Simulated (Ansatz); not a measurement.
HN, SMILES `[NH]` (triplet), relaxed with UKS PBE-D4/def2-SVP in Ansatz 0.2.0 from a rough embedded geometry. The force threshold is 0.03 eV/Å; the program also tests the step.

Charge 0, multiplicity 3.

Start:

```xyz
2

N     0.413    0.040    0.311
H    -0.413   -0.040   -0.311
```

Task: By how much does the energy fall, and how many steps does the optimiser take? (Best estimate.)

Result: The calculation gave: 0.25 kcal/mol, in 2 steps.

Task: Which bonds change most? (An estimate is asked.)

Result: Computed: N1–H2 from 1.036 to 1.060 Å.

Task: Give the relaxed structure. (Best estimate.)

Result: Computed: 
```xyz
2

N     0.422    0.041    0.318
H    -0.422   -0.041   -0.318
```
